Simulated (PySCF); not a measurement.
## How well do the runs reproduce experiment for C4H6?

**What was measured.**

From NIST CCCBDB Release 22 (SRD 101), experimental polarizabilities, for the gas: mean polarisability 8.881 Å³.

The results are set against them at the end.

Species: C₄H₆.
Numbering: `[CH2:1]=[CH:2][CH:3]=[CH2:4]` (hydrogens: H5, H6 on C1; H7 on C2; H8 on C3; H9, H10 on C4)

Structure used (PBE0-D3(BJ)/def2-TZVP), in Å, numbered top down from 1:
```
atom  x, y, z in Å
C1     1.6713    0.1831   -0.7612
C2     0.7133   -0.1099    0.1167
C3    -0.6992    0.1076   -0.1212
C4    -1.6585   -0.1884    0.7541
H5     1.4342    0.6136   -1.7289
H6     2.7169    0.0046   -0.5435
H7     0.9809   -0.5403    1.0794
H8    -0.9657    0.5404   -1.0832
H9    -2.7029   -0.0082    0.5317
H10   -1.4253   -0.6209    1.7219
```

The PySCF runs (gas phase, on this PBE0-D3(BJ)/def2-TZVP geometry; no spin–orbit coupling):

```
                level                                                                                                                            job  basis functions  wall time
CAM-B3LYP/aug-cc-pVTZ                                                             10 singlets by full TDDFT, 4 Tamm–Dancoff triplets, polarisability              322       38 s
     PBE0/aug-cc-pVTZ  10 singlets by full TDDFT, 4 Tamm–Dancoff triplets, polarisability, dynamic polarisability, density and orbital grids written              322       34 s
  wB97X-D/aug-cc-pVTZ                                                  10 singlets by full TDDFT, 4 Tamm–Dancoff triplets, polarisability, ΔSCF ions              322       59 s
```

Hardware: an Arm Neoverse V2 with one thread (shared host).

**Comparison with experiment**

**Mean polarisability.** Measured: 8.881 Å³ (NIST CCCBDB Release 22 (SRD 101), experimental polarizabilities).

| level | computed (Å³) | computed − measured (Å³) | % (from the printed values) |
| --- | --- | --- | --- |
| CAM-B3LYP/aug-cc-pVTZ | 8.356 | -0.525 | -6 |
| PBE0/aug-cc-pVTZ | 8.380 | -0.501 | -6 |
| wB97X-D/aug-cc-pVTZ | 8.353 | -0.528 | -6 |

All 3 levels lie below the measurement. The computed values are static and purely electronic, with core orbitals frozen in the response (1 au = 0.148185 Å³). The table of measured values doesn't say here whether a value is static or optical, or holds a vibrational part. The measurement averages over conformers, the calculation has one.

No measured geometry was used, and the causes of the misses weren't examined.
